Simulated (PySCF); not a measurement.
CHCl3, charge +1, doublet, at a GFN2-xTB geometry (a state made from the parent by changing its charge; the spin is typed, not shown lowest); BLYP/def2-SV(P) (PySCF).

The PySCF input:
```python
from pyscf import gto, scf, dft

mol = gto.M(
    atom='''
Cl   -0.798098    1.519309   -0.073724
C     0.004886    0.003069    0.362168
Cl   -0.918535   -1.450788   -0.046935
Cl    1.713734   -0.070341   -0.094142
H     0.019948    0.012528    1.478617
''',
    basis='def2-sv(p)',
    charge=1,
    spin=1,
    verbose=4,
)

mf = dft.UKS(mol)
mf.xc = 'blyp'
mf.kernel()
mf.analyze()
```

Output, abridged:

```
PySCF version 2.14.0

[INPUT] verbose = 4
[INPUT] num. atoms = 5
[INPUT] num. electrons = 57
[INPUT] charge = 1
[INPUT] spin (= nelec alpha-beta = 2S) = 1
[INPUT] symmetry False subgroup None
[INPUT] Mole.unit = angstrom
[INPUT] Symbol           X                Y                Z      unit          X                Y                Z       unit  Magmom
[...]
nuclear repulsion = 260.323165566399
number of shells = 32
number of NR pGTOs = 136
number of NR cGTOs = 70
basis = def2-sv(p)
ecp = {}

******** <class 'pyscf.dft.uks.UKS'> ********
method = UKS
initial guess = minao
damping factor = 0
level_shift factor = 0
DIIS = <class 'pyscf.scf.diis.CDIIS'>
diis_start_cycle = 1
diis_space = 8
diis_damp = 0
SCF conv_tol = 1e-09
SCF conv_tol_grad = None
SCF max_cycles = 50
direct_scf = True
direct_scf_tol = 1e-13
number electrons alpha = 29  beta = 28
XC library pyscf.dft.libxc version 7.1.2
    S. Lehtola, C. Steigemann, M. J. T. Oliveira, and M. A. L. Marques,  SoftwareX 7, 1–5 (2018)
XC functionals = blyp
    A. D. Becke,  Phys. Rev. A 38, 3098 (1988)
    C. Lee, W. Yang, and R. G. Parr,  Phys. Rev. B 37, 785 (1988)
    B. Miehlich, A. Savin, H. Stoll, and H. Preuss,  Chem. Phys. Lett. 157, 200 (1989)
radial grids:
    Treutler-Ahlrichs [JCP 102, 346 (1995); DOI:10.1063/1.469408] (M4) radial grids

becke partition: Becke, JCP 88, 2547 (1988); DOI:10.1063/1.454033
pruning grids: <function nwchem_prune>
grids dens level: 3
symmetrized grids: False
atomic radii adjust function: <function treutler_atomic_radii_adjust>
small_rho_cutoff = 0
Set gradient conv threshold to 3.16228e-05
tot grids = 80568
init E= -1419.06964301816

cycle= 1 E= -1418.34222770136  delta_E= 0.727  |g|= 0.343  |ddm|= 1.78
cycle= 2 E= -1417.97512087709  delta_E= 0.367  |g|= 0.945  |ddm|= 1.57
cycle= 3 E= -1418.40213219906  delta_E= -0.427  |g|= 0.0952  |ddm|= 0.75
cycle= 4 E= -1418.40263822724  delta_E= -0.000506  |g|= 0.0849  |ddm|= 1.16

cycle= 5 E= -1418.40607209285  delta_E= -0.00343  |g|= 0.0477  |ddm|= 0.0543
cycle= 6 E= -1418.4058092638  delta_E= 0.000263  |g|= 0.0562  |ddm|= 1.16

cycle= 7 E= -1418.40633290706  delta_E= -0.000524  |g|= 0.048  |ddm|= 0.0166

cycle= 8 E= -1418.40650658416  delta_E= -0.000174  |g|= 0.0447  |ddm|= 0.0336
cycle= 9 E= -1418.40487675192  delta_E= 0.00163  |g|= 0.0649  |ddm|= 1.16

cycle= 10 E= -1418.40504346479  delta_E= -0.000167  |g|= 0.0626  |ddm|= 0.00419
cycle= 11 E= -1418.40457743664  delta_E= 0.000466  |g|= 0.0678  |ddm|= 0.027

[...]
SCF not converged.
Total Energy =                       -1418.408732327756979
[...]
spin_pop of  1 C 3pz       0.00095
spin_pop of  1 C 3dxy     -0.00014
spin_pop of  1 C 3dyz     -0.00005
spin_pop of  1 C 3dz^2     0.00072
spin_pop of  1 C 3dxz     -0.00005
spin_pop of  1 C 3dx2-y2   -0.00014
spin_pop of  2 Cl 1s        0.00000
spin_pop of  2 Cl 2s       -0.00000
spin_pop of  2 Cl 3s        0.00118
spin_pop of  2 Cl 4s        0.00000
spin_pop of  2 Cl 2px       0.00001
spin_pop of  2 Cl 2py       0.00000
spin_pop of  2 Cl 2pz       0.00001
spin_pop of  2 Cl 3px       0.11475
spin_pop of  2 Cl 3py       0.06851
spin_pop of  2 Cl 3pz       0.13355
spin_pop of  2 Cl 4px       0.00027
spin_pop of  2 Cl 4py       0.00028
spin_pop of  2 Cl 4pz       0.00021
spin_pop of  2 Cl 3dxy      0.00001
spin_pop of  2 Cl 3dyz      0.00005
spin_pop of  2 Cl 3dz^2     0.00001
spin_pop of  2 Cl 3dxz      0.00003
spin_pop of  2 Cl 3dx2-y2   -0.00003
spin_pop of  3 Cl 1s        0.00000
spin_pop of  3 Cl 2s       -0.00000
spin_pop of  3 Cl 3s        0.00118
spin_pop of  3 Cl 4s        0.00000
spin_pop of  3 Cl 2px      -0.00000
spin_pop of  3 Cl 2py       0.00001
spin_pop of  3 Cl 2pz       0.00001
spin_pop of  3 Cl 3px       0.00350
spin_pop of  3 Cl 3py       0.17842
spin_pop of  3 Cl 3pz       0.13492
spin_pop of  3 Cl 4px       0.00012
spin_pop of  3 Cl 4py       0.00044
spin_pop of  3 Cl 4pz       0.00022
spin_pop of  3 Cl 3dxy     -0.00003
spin_pop of  3 Cl 3dyz      0.00008
spin_pop of  3 Cl 3dz^2     0.00001
spin_pop of  3 Cl 3dxz      0.00000
spin_pop of  3 Cl 3dx2-y2    0.00001
spin_pop of  4 H 1s        0.05030
spin_pop of  4 H 2s        0.00109
 ** Mulliken Spin Density (per atom)  **
spin density of  0 Cl =      0.31885
spin density of  1 C =     -0.00796
spin density of  2 Cl =      0.31884
spin density of  3 Cl =      0.31887
spin density of  4 H =      0.05139
 ** Mulliken pop alpha/beta on meta-lowdin orthogonal AOs **
 ** Mulliken pop       alpha | beta **
In total            29.00000 | 28.00000
 ** Mulliken atomic charges   ( Nelec_alpha | Nelec_beta ) **
charge of  0Cl =      0.26833  (     8.52526      8.20641 )
charge of  1C =     -0.02183  (     3.00693      3.01489 )
charge of  2Cl =      0.26832  (     8.52526      8.20642 )
charge of  3Cl =      0.26835  (     8.52526      8.20639 )
charge of  4H =      0.21683  (     0.41728      0.36589 )

WARN: System has nonzero charge 1; the dipole moment is origin-dependent.
Location of origin: [0. 0. 0.]

Dipole moment(X, Y, Z, Debye):  0.01422,  0.00886,  1.04002
```

Convergence was not reached.
